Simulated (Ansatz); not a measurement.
# C2H3 (doublet): wave-function methods side by side at distance C1–H3 = 1.375 Å, cc-pVDZ

The task here is to estimate one member of a computed series from the others.

Program: Ansatz 0.2.0, Gaussian basis. Level of theory: cc-pVDZ, core rule «outside noble gas», up to 2 orbitals frozen. These are calculated values, not measurements.

Plan: UHF; CCSD(T) on ROHF; CCSD(T) on UHF; BCCD(T) on ROHF; CISD; CCSDT(Q) on ROHF; CCSDT(Q) on UHF; CASSCF and MRCISD+Q, 3 electrons in 3 orbitals; CASSCF and NEVPT2, 3 electrons in 3 orbitals.

23 further runs of the same task are left out: 1 for a mislabelled method, 18 that didn't finish, 4 set aside as unsound or not needed.

### What is computed

The geometry derives from a PBE0/def2-TZVP stationary point (not a proven minimum). One bond is set to the value named and the two fragments are kept rigid.

5 atoms, charge 0, spin multiplicity 2.

Atoms are counted from 1 here; the program's logs count them from 0.

Bond lengths: C1–C2 1.428 Å, C1–H4 1.099 Å, C1–H5 1.099 Å. Angles: C2–C1–H4 118.1°, C2–C1–H5 118.1°, H4–C1–H5 112.4°.

Set-up of the first run:

Input file in.yaml:

```yaml
crystal:
  periodic: [false, false, false]
  atoms:
    - {symbol: C, position_ang: [-0.021225, 0.000000, 0.594498]}
    - {symbol: C, position_ang: [-0.034895, 0.000000, -0.833173]}
    - {symbol: H, position_ang: [1.353626, -0.000004, 0.614740]}
    - {symbol: H, position_ang: [-0.342446, 0.912927, 1.114664]}
    - {symbol: H, position_ang: [-0.342452, -0.912924, 1.114664]}
basis:
  gaussian: {orbitals: cc-pVDZ}
magnetization: {spin_polarized: true, initial_magnetization: 1}
hamiltonian: {xc: hf}
output: {orbitals: {seedname: orbitals}}
```

The run is started by

```bash
$ ansatz run in.yaml --threads 1 --pin off --events-out ev --progress --plain --max-ram 2393MiB
```

Among the steps run: UHF; CCSD(T) on ROHF; CCSD(T) on UHF; BCCD(T) on ROHF; CISD; CCSDT(Q) on ROHF; CCSDT(Q) on UHF; CASSCF and MRCISD+Q, 3 electrons in 3 orbitals; CASSCF and NEVPT2, 3 electrons in 3 orbitals.

One table of the session follows, with a row left open; its other results are not shown here.

| method | from UCCSDT(Q) (kJ/mol) |
| --- | --- |
| ROHF | +733.3 |
| UHF | +721.0 |
| RMP2 | ? |
| UMP2 | +127.6 |
| CISD | +79.8 |
| RCCSD | +24.9 |
| UCCSD | +24.9 |
| RCCSD(T) | +3.7 |
| UCCSD(T) | +3.9 |
| BCCD(T) | +3.6 |
| RCCSDT | +1.1 |
| UCCSDT | +1.1 |
| RCCSDT(Q) | +0.1 |
| UCCSDT(Q) | 0 |

Q: Estimate the row for RMP2 from the others.

**Answer.** from UCCSDT(Q) (kJ/mol): +123.1. In the column «from UCCSDT(Q) (kJ/mol)» it lies between CISD (+79.8) and UMP2 (+127.6).

Left out of the table: CASSCF pair, NEVPT2 pair, MRCISD pair, MRCISD+Q pair (the active space lost an orbital or holds another state than full CI finds).

Caveats from the session: Restricted and unrestricted rows rest on different reference determinants; where their highest levels disagree by more than a few hundredths of an eV, they describe different states and don't form one ladder. Warnings in the runs' records: passed over end.
